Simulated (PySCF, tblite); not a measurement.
Isomers of C4H3N2 (doublet state), one GFN2-xTB conformer each. Single-point energies are computed at B3LYP/pcH-1 (PySCF, gas phase, no added dispersion term), electronic only. GFN2-xTB treats the open shell by occupation alone, and not every SCF solution was tested for stability.

```json
{"SMILES": "[H]/[C]=C1C=NC/1=N\\[H]", "GFN2-xTB relative energy (kJ/mol)": "75.1"}
{"SMILES": "N#C[CH][C@H]1C=N1", "GFN2-xTB relative energy (kJ/mol)": "1.7"}
{"SMILES": "N#CC[C]1C=N1", "GFN2-xTB relative energy (kJ/mol)": "60.4"}
{"SMILES": "[H]/N=C(\\[C]=C)C#N", "GFN2-xTB relative energy (kJ/mol)": "0.0"}
```

Conformers: `[N:1]#[C:2][CH:3][C@H:4]1[CH:5]=[N:6]1` (doublet state) with C2–C3–C4–C5 153°; `[N:1]#[C:2][CH2:3][C:4]1[CH:5]=[N:6]1` (doublet state) with C2–C3–C4–C5 0°.

What does B3LYP/pcH-1 give for the same structures?

```tsv
SMILES	B3LYP/pcH-1 E (Eh)	B3LYP/pcH-1 (kJ/mol)	GFN2-xTB (kJ/mol)	point group
[H]/N=C(\[C]=C)C#N	-263.61628	0.0	0.0	Cs
N#C[CH][C@H]1C=N1	-263.60461	30.6	1.7	C1
N#CC[C]1C=N1	-263.57776	101.1	60.4	Cs
[H]/[C]=C1C=NC/1=N\[H]	-263.56417	136.8	75.1	Cs
```

Both levels put the same isomer lowest; measured from each level's own lowest isomer, the values differ by up to 61.7 kJ/mol ([H]/[C]=C1C=NC/1=N\[H]: 75.1 against 136.8). As drawn, the highest has a four-membered ring, which the lowest lacks.

What happens when harmonic zero-point energies from GFN2-xTB frequencies are added?

```tsv
SMILES	ZPE (kJ/mol)	electronic (kJ/mol)	with ZPE (kJ/mol)
[H]/N=C(\[C]=C)C#N	147.5	0.0	0.0
N#C[CH][C@H]1C=N1	150.8	30.6	33.9
N#CC[C]1C=N1	147.8	101.1	101.4
[H]/[C]=C1C=NC/1=N\[H]	150.1	136.8	139.4
```

The zero-point energies span 3.3 kJ/mol. The order is unchanged.
